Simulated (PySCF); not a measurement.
The numbers are results of B3LYP-D3(BJ)/def2-TZVP run with PySCF, not measurements. Isolated molecules, 0 K electronic values unless said otherwise. One relaxed conformer stands for a flexible species; it need not be the lowest. B3LYP has the VWN-RPA correlation part, as in Gaussian. Excitations are Tamm–Dancoff values on a coarser integration grid. The basis has no diffuse functions, so Rydberg states are missing or too high.

Reference species (SMILES): `O=[CH][GeH3]` (neutral, multiplicity 1).

The T1 excitation (TDA) is 2.71 eV and the S1 excitation (TDA) comes out as 3.40 eV.

Changed species: `COC=O` (C–O–C–O torsion 0°) (X = methoxy; the reference has X = germyl).

### Question
Predict the effect on the T1 excitation (TDA) and S1 excitation (TDA).

### Answer
the T1 excitation (TDA) rises by 2.59 eV, to 5.30 eV; the S1 excitation (TDA) increases by 2.47 eV, to 5.87 eV.
